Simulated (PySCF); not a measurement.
fluoromethane (CH3F), SMILES CF. Geometry optimised at PBE-D3(BJ)/def2-TZVP.

Computed equilibrium geometry at PBE-D3(BJ)/def2-TZVP (PySCF confirms it by a frequency run) as Cartesian coordinates in Å, and its point group:
point group C3v.
```xyz
5

C      0.0000     0.0000     0.6378
F      0.0000     0.0000    -0.7572
H      0.9009     0.5201     0.9958
H     -0.9009     0.5201     0.9958
H      0.0000    -1.0403     0.9958
```
Charge 0, spin multiplicity 1.
